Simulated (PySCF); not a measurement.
# LiP: everyday levels beside a composite calculation

PySCF; the state is a triplet (π ↑↑). The composite is CCSD(T) extrapolated to the basis-set limit from two correlation-consistent sets, with core-valence (CV) and scalar-relativistic (SR) terms as its label shows; it has no spin–orbit coupling and nothing beyond (T). Here it is CCSD(T)/CBS(TQ)+CV+SR. It gives Re = 2.326 Å, ωe = 496 cm⁻¹ and De = 1.84 eV to Li + P.

| level | basis | relativity | Re (Å) | ωe (cm⁻¹) | De (eV) |
| --- | --- | --- | --- | --- | --- |
| ROHF-MP2 | STO-3G | no relativity | 2.231 | 603 | 1.49 |
| UHF-MP2 | x2c-TZVPPall | spin-free X2C | 2.336 | 492 | 1.40 |
| UHF-SCS-MP2 | x2c-TZVPPall | spin-free X2C | 2.338 | 489 | 1.47 |
| UHF-CCSD | aug-pcseg-1 | no relativity | 2.374 | 452 | 1.29 |
| UHF-CCSD | x2c-TZVPPall | spin-free X2C | 2.332 | 493 | 1.50 |
| PBE | def2-TZVP | no relativity | 2.338 | 475 | 1.81 |
| PW91 | jorge-DZP-DKH | spin-free X2C | 2.370 | 465 | 1.81 |
| MN15 | x2c-TZVPPall | spin-free X2C | 2.322 | 487 | 1.94 |
| M06-2X | aug-pcseg-1 | no relativity | 2.329 | 491 | 1.94 |
| LC-ωPBE | def2-TZVP | no relativity | 2.303 | 517 | 1.72 |

Question: Give the difference of each row from the composite.

Answer: 

| level | basis | ΔRe (pm) | Δωe (%) | ΔDe (eV) |
| --- | --- | --- | --- | --- |
| ROHF-MP2 | STO-3G | -9.5 | +21.6 | -0.35 |
| UHF-MP2 | x2c-TZVPPall | +1.0 | -0.8 | -0.44 |
| UHF-SCS-MP2 | x2c-TZVPPall | +1.2 | -1.4 | -0.37 |
| UHF-CCSD | aug-pcseg-1 | +4.8 | -8.9 | -0.55 |
| UHF-CCSD | x2c-TZVPPall | +0.6 | -0.6 | -0.34 |
| PBE | def2-TZVP | +1.2 | -4.2 | -0.03 |
| PW91 | jorge-DZP-DKH | +4.4 | -6.2 | -0.03 |
| MN15 | x2c-TZVPPall | -0.4 | -1.8 | +0.10 |
| M06-2X | aug-pcseg-1 | +0.3 | -1.0 | +0.10 |
| LC-ωPBE | def2-TZVP | -2.3 | +4.2 | -0.12 |

Question: Which rows come closest in De?

Answer: PBE in def2-TZVP (-0.03 eV); PW91 in jorge-DZP-DKH (-0.03 eV), counted from the composite.

Correlated steps freeze the inner cores (5 to 6 orbitals); shallow outer-core shells are correlated. Correlated levels converge slowly with the basis: in double zeta they bind strong bonds too weakly, by up to about 1 eV, and carry superposition errors of some tenths. STO-3G is very small, so such numbers show the basis as much as the molecule. The state was picked by a PBE0 search and need not be the measured ground state.
